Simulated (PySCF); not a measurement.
A geometry optimisation, step by step.

Species: formic acid, CH2O2.
Bonds: O1–C2 (double), C2–O3. Hydrogens: H4 on C2; H5 on O3.

Method: PBE/def2-TZVP geometry optimisation, gas phase (PySCF 2.14.0); density fitting, grid level 1; the optimiser is geomeTRIC in internal coordinates, started from a GFN2-xTB structure. The frame can shift and turn from step to step; on so coarse a grid that alone can change the energy by a few meV, and forces under 0.02 eV/Å are noise.

Step 0: E = -5160.4785 eV, largest atomic force 1.560 eV/Å
```
atom  x, y, z in Å  |  force x, y, z in eV/Å
O1     -0.659    1.126   -0.554   -0.392   1.375  -0.463
C2     -0.414    0.025   -0.167   -0.486  -0.378   0.233
O3      0.782   -0.539   -0.159    0.972  -1.186   0.289
H4     -1.155   -0.678    0.240   -0.156  -0.213   0.110
H5      1.454    0.068   -0.515    0.062   0.402  -0.169
```

Step 1: E = -5160.5208 eV, largest atomic force 0.087 eV/Å
```
atom  x, y, z in Å  |  force x, y, z in eV/Å
O1     -0.556    1.177   -0.596   -0.014   0.040  -0.008
C2     -0.312    0.062   -0.207   -0.031   0.025  -0.005
O3      0.910   -0.516   -0.201    0.063  -0.060   0.008
H4     -1.053   -0.651    0.202   -0.017  -0.028   0.013
H5      1.538    0.143   -0.570   -0.002   0.023  -0.008
```

Step 2: E = -5160.5210 eV, largest atomic force 0.048 eV/Å
```
atom  x, y, z in Å  |  force x, y, z in eV/Å
O1     -0.561    1.177   -0.593    0.014  -0.006   0.003
C2     -0.311    0.061   -0.207   -0.047   0.006   0.009
O3      0.913   -0.515   -0.203    0.028  -0.003  -0.007
H4     -1.050   -0.656    0.203    0.002  -0.007   0.000
H5      1.537    0.148   -0.572    0.004   0.009  -0.005
```

Step 3: E = -5160.5207 eV, largest atomic force 0.103 eV/Å
```
atom  x, y, z in Å  |  force x, y, z in eV/Å
O1     -0.568    1.171   -0.583   -0.047  -0.081   0.045
C2     -0.313    0.054   -0.203    0.081   0.033  -0.028
O3      0.922   -0.508   -0.213   -0.078   0.023   0.008
H4     -1.043   -0.674    0.208    0.056   0.048  -0.032
H5      1.530    0.171   -0.581   -0.013  -0.023   0.007
```

Step 4: E = -5160.5211 eV, largest atomic force 0.065 eV/Å
```
atom  x, y, z in Å  |  force x, y, z in eV/Å
O1     -0.573    1.171   -0.582   -0.005  -0.042   0.023
C2     -0.312    0.055   -0.203    0.025  -0.010  -0.002
O3      0.921   -0.508   -0.213   -0.047   0.045  -0.007
H4     -1.040   -0.673    0.207    0.026   0.021  -0.015
H5      1.531    0.169   -0.580    0.001  -0.014   0.002
```

Step 5: E = -5160.5213 eV, largest atomic force 0.075 eV/Å
```
atom  x, y, z in Å  |  force x, y, z in eV/Å
O1     -0.587    1.167   -0.573    0.016  -0.024   0.008
C2     -0.311    0.052   -0.202    0.016  -0.031   0.014
O3      0.926   -0.501   -0.219   -0.044   0.059  -0.016
H4     -1.030   -0.685    0.209    0.009   0.005  -0.008
H5      1.530    0.181   -0.587    0.003  -0.008   0.001
```

Step 6: E = -5160.5212 eV, largest atomic force 0.105 eV/Å
```
atom  x, y, z in Å  |  force x, y, z in eV/Å
O1     -0.647    1.141   -0.530    0.062   0.044  -0.027
C2     -0.309    0.034   -0.192    0.006  -0.103   0.021
O3      0.950   -0.464   -0.248   -0.043   0.081  -0.018
H4     -0.983   -0.743    0.216   -0.033  -0.032   0.024
H5      1.517    0.247   -0.617    0.007   0.009   0.000
```

Step 7: E = -5160.5215 eV, largest atomic force 0.066 eV/Å
```
atom  x, y, z in Å  |  force x, y, z in eV/Å
O1     -0.644    1.141   -0.532    0.025   0.036  -0.027
C2     -0.310    0.032   -0.192    0.015  -0.058   0.029
O3      0.950   -0.464   -0.248   -0.020   0.035  -0.013
H4     -0.984   -0.743    0.216   -0.026  -0.025   0.011
H5      1.516    0.249   -0.616    0.006   0.011  -0.001
```

Step 8: E = -5160.5217 eV, largest atomic force under 0.02 eV/Å
```
atom  x, y, z in Å  |  force x, y, z in eV/Å
O1     -0.640    1.141   -0.533   -0.006   0.005  -0.004
C2     -0.310    0.031   -0.191    0.017  -0.009  -0.001
O3      0.949   -0.464   -0.248   -0.003   0.002   0.000
H4     -0.986   -0.744    0.217   -0.006  -0.002   0.003
H5      1.514    0.250   -0.616   -0.001   0.004   0.002
```

Problem. Summarise the path.

Solution. The energy falls by 1.00 kcal/mol from step 0 to step 8; nine tenths of that is first reached at step 1. It rises by more than 0.2 meV at step 3. The largest force goes from 1.560 to under 0.02 eV/Å. Among the bonds C2–O3 changes most, from 1.322 to 1.354 Å; the atoms move by 0.023 Å rms after alignment.

What follows is the cost of the whole optimisation. Hardware: one thread of an Arm Neoverse V1, no GPU (shared host). Cost: 17 s of wall time, 0.36 GiB resident at most.
